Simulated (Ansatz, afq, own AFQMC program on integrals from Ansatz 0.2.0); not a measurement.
Integrals from Ansatz 0.2.0, then the random walk in our own AFQMC program (afq).

```yaml
crystal:
  periodic: [false, false, false]
  atoms:
    - {symbol: C, position_ang: [0.000000, 0.000000, 0.000000]}
    - {symbol: H, position_ang: [1.093152, 0.013897, -0.000233]}
    - {symbol: H, position_ang: [-0.558612, 0.939744, -0.002802]}
    - {symbol: H, position_ang: [-0.534540, -0.953642, 0.003036]}
basis:
  gaussian: {orbitals: cc-pVDZ}
total_charge: 1
magnetization: {spin_polarized: false}
correlation: {method: ccsd_t, electrons: outside_noble_gas, hamiltonian_folder: ham}
```

```sh
$ ansatz run in.yaml --threads 1 --pin off --events-out ev --progress --plain --max-ram 24576MiB --backend cuda --devices 0, --max-vram 18GiB
```

afq runs on the folder ham with

```
--method free --trial cisd --walkers 4000 --time-step 0.03 --max-blocks 4000 --target-error 0.0003 --factor-cut 1e-05 --seed 8186 --times 0,0.3,0.6,1.2,1.8,2.4,3.6,4.8,6 --taylor-order 8
```

Times are imaginary, in 1/Eh. The walk had a cap of 61 s.

Output of the walk:

```
orbitals 28  electrons 3 3  factors 210 of 259
reference energy -39.23572290 Eh
CCSD correlation -0.12970040 Eh in 8 cycles, weight of the determinant in the CISD state 0.9480
repeat  energy at the last time / Eh  error
    10  -39.367713  0.000084
    20  -39.367705  0.000053
    30  -39.367712  0.000041
time / (1/Eh)  energy / Eh  error  mean overlap
  0.00  -39.365384  0.000012  1.0546
  0.30  -39.366943  0.000012  1.0543
  0.60  -39.367379  0.000017  1.0548
  1.20  -39.367619  0.000017  1.0525
  1.80  -39.367687  0.000017  1.0509
  2.40  -39.367692  0.000018  1.0505
  3.60  -39.367698  0.000020  1.0468
  4.80  -39.367679  0.000031  1.0467
  6.00  -39.367712  0.000040  1.0413
energy -39.367712 +/- 0.000040 Eh
```

The run passed its tests (error under three times the target), which doesn't prove that it has relaxed.

Against this walk (error 1.1 meV) on the same determinant: CCSD(T) 12.1 meV higher, CCSDT(Q) 1.0 meV higher (within the noise), CCSDTQ 0.8 meV higher (within the noise), full CI 0.7 meV higher (within the noise). The error is statistical, and a free projection of finite length keeps a remainder of its start.

Cautions: remainder of the start not in the error.

The walk took 9.5 s on 1 × NVIDIA H100 80GB HBM3 with 2 threads of AMD EPYC 7R13 Processor (Zen 3), on a shared host (the card was shared). The log's last line is the free-projection energy.

CCSDT and higher add their correlation energy to the determinant of the CCSD(T) run, since their own runs factorise the integrals more tightly (a shift of under 2 meV). A walk keeps the symmetry of its determinant, which the program's search chose and which needn't be the lowest solution, so a lower state of the same spin and another symmetry isn't excluded.
